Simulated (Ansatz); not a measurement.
# Predicting a hybrid from its neighbours: C3H3NO (oxazole)

The species is C3H3NO (8 atoms), meant as a singlet with charge 0. As SMILES, `c1cocn1`. Geometry: relaxed at PBE0-D4/def2-TZVP.

The HOMO–LUMO gap y, in eV, basis def2-SVP; a is the functional's share of exact exchange. Programs: Ansatz 0.2.0.

```
functional  program     a  y (eV)
       PBE   Ansatz     0    5.27
    revPBE   Ansatz     0    5.28
     B3LYP   Ansatz   0.2    6.93
      PBE0   Ansatz  0.25       ?
   r2SCAN0   Ansatz  0.25    7.62
     BHLYP   Ansatz   0.5    9.46
```

**Question.** Fit y = c + s·a to the known rows and predict PBE0.

**Answer.** 
1. Means of the 5 rows: a = 0.1900, y = 6.912.
2. Σ(Δa)² = 0.172, Σ(Δa·Δy) = 1.4546, so the slope is 1.4546/0.172 = 8.457.
3. Intercept: 6.912 − (8.457) × 0.1900 = 5.305. The largest residual of the fit is 0.20.
4. PBE0: 5.305 + (8.457) × 0.25 = 7.42 eV.

The run gave 7.40 eV, so the prediction is off by +0.02 eV, within the scatter of the fit. Exact exchange lowers occupied levels and raises empty ones.
